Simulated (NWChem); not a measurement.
Everything below was run with NWChem. System: P (-1), charge -1, spin multiplicity 3. Its SCF solution wasn't tested for a lower state. Level: UHF/def2-SVPD.

The NWChem input:

```
start mol
memory heap 200 mb stack 900 mb global 1100 mb
charge -1
geometry units angstroms nocenter noautoz
  P      0.000000     0.000000     0.000000
  symmetry group D2h
end
basis spherical
  * library def2-svpd
end
scf
  uhf
  nopen 2
  maxiter 100
  thresh 1e-7
  semidirect memsize 60000000 filesize 0
  # guess.movecs holds the orbitals of an unrestricted PBE0 run
  vectors input guess.movecs output mol.movecs
end
task scf energy
```

Part of the output:

```
             Northwest Computational Chemistry Package (NWChem) 7.3.0
             --------------------------------------------------------

                                NWChem Input Module
                                -------------------

 Scaling coordinates for geometry "geometry" by  1.889725989
 (inverse scale =  0.529177249)

                             Geometry "geometry" -> ""
                             -------------------------

 Output coordinates in angstroms (scale by  1.889725989 to convert to a.u.)

  No.       Tag          Charge          X              Y              Z
 ---- ---------------- ---------- -------------- -------------- --------------
    1 P                   15.0000     0.00000000     0.00000000     0.00000000

 Effective nuclear repulsion energy (a.u.)       0.0000000000

            Nuclear Dipole moment (a.u.)
            ----------------------------
        X                 Y               Z
 ---------------- ---------------- ----------------
     0.0000000000     0.0000000000     0.0000000000

      Symmetry information
      --------------------

 Group name             D2h
 Group number             26
 Group order               8
 No. of unique centers     1

      Symmetry unique atoms

     1


 Summary of "ao basis" -> "" (spherical)
 ------------------------------------------------------------------------------
       Tag                 Description            Shells   Functions and Types
 ---------------- ------------------------------  ------  ---------------------
 *                         def2-svpd                  on all atoms

 Summary of "ao basis" -> "ao basis" (spherical)
 ------------------------------------------------------------------------------
       Tag                 Description            Shells   Functions and Types
 ---------------- ------------------------------  ------  ---------------------
 P                         def2-svpd                10       24   5s3p2d

                                 NWChem SCF Module
                                 -----------------

  ao basis        = "ao basis"
[...]
  ----- ------------  ---------------      ----- ------------  ---------------
    14      0.761685  1 P  pz                11      0.348421  1 P  pz
     8     -0.215557  1 P  pz

 Vector    8  Occ=0.000000D+00  E= 3.428549D-01  Symmetry=ag
              MO Center= -2.9D-20, -4.5D-20,  4.5D-19, r^2= 7.6D+00
   Bfn.  Coefficient  Atom+Function         Bfn.  Coefficient  Atom+Function
  ----- ------------  ---------------      ----- ------------  ---------------
     5     -3.823220  1 P  s                  4      3.793632  1 P  s
     3     -0.312821  1 P  s

 Vector    9  Occ=0.000000D+00  E= 3.576683D-01  Symmetry=b2u
              MO Center= -7.3D-21,  1.7D-19,  1.7D-31, r^2= 2.2D+00
   Bfn.  Coefficient  Atom+Function         Bfn.  Coefficient  Atom+Function
  ----- ------------  ---------------      ----- ------------  ---------------
    13      0.854925  1 P  py                10      0.225396  1 P  py
     7     -0.181660  1 P  py

 Vector   10  Occ=0.000000D+00  E= 3.576683D-01  Symmetry=b3u
              MO Center= -7.9D-21,  1.3D-36,  7.2D-36, r^2= 2.2D+00
   Bfn.  Coefficient  Atom+Function         Bfn.  Coefficient  Atom+Function
  ----- ------------  ---------------      ----- ------------  ---------------
    12      0.854925  1 P  px                 9      0.225396  1 P  px
     6     -0.181660  1 P  px

 center of mass
 --------------
 x =   0.00000000 y =   0.00000000 z =   0.00000000

 moments of inertia (a.u.)
 ------------------
           0.000000000000           0.000000000000           0.000000000000
           0.000000000000           0.000000000000           0.000000000000
           0.000000000000           0.000000000000           0.000000000000

  Mulliken analysis of the total density
  --------------------------------------

    Atom       Charge   Shell Charges
 -----------   ------   -------------------------------------------------------
    1 P   15    16.00   2.00  1.99  1.14  0.68  0.19  5.94  1.20  2.86  0.00  0.00

  Mulliken analysis of the alpha density
  --------------------------------------

    Atom       Charge   Shell Charges
 -----------   ------   -------------------------------------------------------
    1 P   15     9.00   1.00  1.00  0.56  0.40  0.04  2.97  0.90  2.13  0.00  0.00

   Mulliken analysis of the beta density
   -------------------------------------

    Atom       Charge   Shell Charges
 -----------   ------   -------------------------------------------------------
    1 P   15     7.00   1.00  1.00  0.58  0.27  0.15  2.96  0.31  0.73  0.00  0.00

   Mulliken analysis of the spin density
   -------------------------------------

    Atom       Charge   Shell Charges
 -----------   ------   -------------------------------------------------------
    1 P   15     2.00  -0.00  0.00 -0.02  0.13 -0.11  0.01  0.59  1.40 -0.00 -0.00

       Multipole analysis of the density wrt the origin
       ------------------------------------------------

     L   x y z        total         alpha         beta         nuclear
     -   - - -        -----         -----         ----         -------
     0   0 0 0     -1.000000     -9.000000     -7.000000     15.000000

     1   1 0 0      0.000000      0.000000     -0.000000      0.000000
     1   0 1 0      0.000000      0.000000     -0.000000      0.000000
     1   0 0 1      0.000000      0.000000      0.000000      0.000000

     2   2 0 0    -12.185894     -8.833466     -3.352428      0.000000
     2   1 1 0     -0.000000      0.000000     -0.000000      0.000000
     2   1 0 1     -0.000000     -0.000000     -0.000000      0.000000
     2   0 2 0    -12.185894     -8.833466     -3.352428      0.000000
     2   0 1 1     -0.000000     -0.000000     -0.000000      0.000000
     2   0 0 2    -15.172867     -8.678706     -6.494161      0.000000

 Task  times  cpu:        0.0s     wall:        0.0s

 Total times  cpu:        0.1s     wall:        0.1s
```
